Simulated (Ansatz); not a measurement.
**How far each method lies from UCCSDTQ for HSeGe, doublet**

Geometry: a PBE0/def2-TZVP stationary point for this spin, not checked as a minimum.

```xyz
3

Ge    0.0000   -0.4514    1.6394
Se    0.0000   -0.5019   -0.6961
H     0.0000    0.9534   -0.9433
```

Basis cc-pVDZ; Ansatz 0.2.0. Correlated methods freeze the noble-gas cores and the filled d shells of p-block atoms, which leaves 11 electrons in 31 orbitals. R marks a restricted (for open shells ROHF) determinant, U an unrestricted one. Active spaces: valence = (11e, 9o) chosen from the atoms' valence shells. No spin–orbit coupling is included, and no scalar relativity.

Full CI isn't at hand for all of this; UCCSDTQ serves as the reference, and is uncertain by about the last step of the cluster series. The frozen core follows each run's orbitals, which can shift R against U totals by a few meV for light atoms and by up to 0.1 eV past Ca.

* UHF ⟨S²⟩: 0.765
* T1 diagnostic (RCCSD): 0.0247
* largest doubles amplitude (RCCSD): 0.054
* T1 diagnostic (UCCSD): 0.0218

```csv
level,E − E(UCCSDTQ) (kJ/mol),share of correlation (%),wall time
UHF,554.2,1.74,–
UMP2,98.9,82.46,–
UCCSD,21.8,96.14,–
UCCSD(T),4.1,99.28,18 s
UCCSDT,1.4,99.76,–
UCCSDT(Q),-0.1,100.01,36 s
```

The correlation energy at UCCSDTQ, counted from RHF, is -5.845 eV. That run took 87 s on 2 threads of AMD EPYC 7R13 with a shared H100 80 GB, shared host.

Run but not shown, since their state or frozen core can't be matched to the reference's or they repeat it: RHF, RMP2, CISD, RCCSD, RCCSD(T), BCCD(T), RCCSDT, RCCSDT(Q), RCCSDTQ, CASSCF (valence space), NEVPT2 (valence space), MRCISD (valence space), MRCISD+Q (valence space).

Times hold each run's SCF and search for its determinant on a shared host, so for small cases they say little of a method's own cost; they ran on 1 thread of AMD EPYC 7R13.

Natural occupations of CASSCF (valence space) about the gap: 1.982 1.971 1.967 1.965 1.001 0.047 0.039 0.032; effectively unpaired electrons, Σ n²(2−n)², 1.03.

Atomization energy (electronic, same basis, no zero-point term; atoms at the same level, unrestricted beside the R rows where the molecule is a closed shell, but restricted open-shell past Ca, as are all atoms' steps beyond CCSDT(Q)) at UCCSDTQ: 561.8 kJ/mol. Errors of other levels:

```tsv
level	error (kJ/mol)
UHF	-155.0
UMP2	-11.2
UCCSD	-15.7
UCCSD(T)	-2.4
UCCSDT	-1.0
UCCSDT(Q)	0.1
```

This basis is far from its limit, so the value isn't to be set against a measured one.
